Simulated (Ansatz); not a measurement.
Task: a relaxed scan of one distance of C2H4N, SMILES [CH2]N=C, with Ansatz's Python interface. Give the script and its output. Level of theory (for the species named): PBE0, def2-SVP basis, multiplicity 2.

```yaml
atoms:
  - { symbol: C, position_ang: [1.2020, -0.1247, -0.0140] }
  - { symbol: N, position_ang: [-0.0271, 0.5971, -0.2215] }
  - { symbol: C, position_ang: [-1.1401, 0.1754, 0.2609] }
  - { symbol: H, position_ang: [1.1561, -1.1089, -0.5275] }
  - { symbol: H, position_ang: [2.0477, 0.4615, -0.4284] }
  - { symbol: H, position_ang: [-2.0491, 0.7408, 0.0875] }
  - { symbol: H, position_ang: [-1.1895, -0.7412, 0.8430] }
```

`relaxed_scan.py`:
```python
'''One bond of C2H4N held at set lengths while the rest relaxes.'''

import ansatz as az
from ase import Atoms
import numpy as np


def main() -> None:
    atoms = Atoms(['C', 'N', 'C', 'H', 'H', 'H', 'H'], positions=[
        (1.202, -0.1247, -0.014),
        (-0.0271, 0.5971, -0.2215),
        (-1.1401, 0.1754, 0.2609),
        (1.1561, -1.1089, -0.5275),
        (2.0477, 0.4615, -0.4284),
        (-2.0491, 0.7408, 0.0875),
        (-1.1895, -0.7412, 0.843),
    ])
    geometry = az.Crystal.molecule_from_ase(atoms)

    base = geometry.calculation()
    base = base.basis(gaussian='def2-SVP').functional('pbe0')
    base = base.spin('collinear', total=1)
    symbols = [site.symbol for site in geometry.cartesian_sites]
    pairs = [(0, 1), (0, 3), (0, 4), (1, 2), (2, 5), (2, 6)]
    print('held (A)   E (eV)        ', '  '.join(f'{symbols[i]}{i}-{symbols[j]}{j}' for i, j in pairs))
    for length in [1.0, 1.09, 1.17, 1.3, 1.47]:
        summary = base.relax(constraints=[az.DistanceConstraint((2, 6), at=length)], force_tolerance=0.02, max_steps=60).run(threads=1, backend='cpu').report
        xyz = np.array(summary['positions_ang'])
        print(f'{length:6.2f} {summary["free_energy_ev"]:14.5f}  ', '  '.join(f'{np.linalg.norm(xyz[i] - xyz[j]):.3f}' for i, j in pairs))


if __name__ == '__main__':
    main()
```

```console
$ python relaxed_scan.py
held (A)   E (eV)         C0-N1  C0-H3  C0-H4  N1-C2  C2-H5  C2-H6
DeckWarning: relax.constraints: the input's atoms, or those drawn, lie off the distances that are held; a relaxation that starts there is brought onto them ahead of its first SCF, by positions alone, an atom by 4.35e-2 Å at the most. With the symmetry [...]
  1.00    -3619.76196   1.314  1.106  1.095  1.320  1.095  1.000
  1.09    -3619.98055   1.315  1.106  1.095  1.316  1.095  1.090
  1.17    -3619.92542   1.315  1.105  1.095  1.311  1.095  1.170
  1.30    -3619.56110   1.317  1.105  1.094  1.304  1.094  1.300
  1.47    -3618.87006   1.318  1.105  1.094  1.292  1.094  1.470
```
(Warnings from the package without file and line, shortened, repeats left out.)

What to keep in mind:
- Total energies depend on the basis set; only differences at equal settings carry meaning.
- The energies are electronic: no zero-point or thermal terms, and the basis set is short of its limit.
- The run takes the species as open-shell (spin multiplicity 2), which needn't be its ground state.
- Finished in 2.1 min on 1 thread of Arm Neoverse V1 (shared host), peak memory 0.21 GiB.
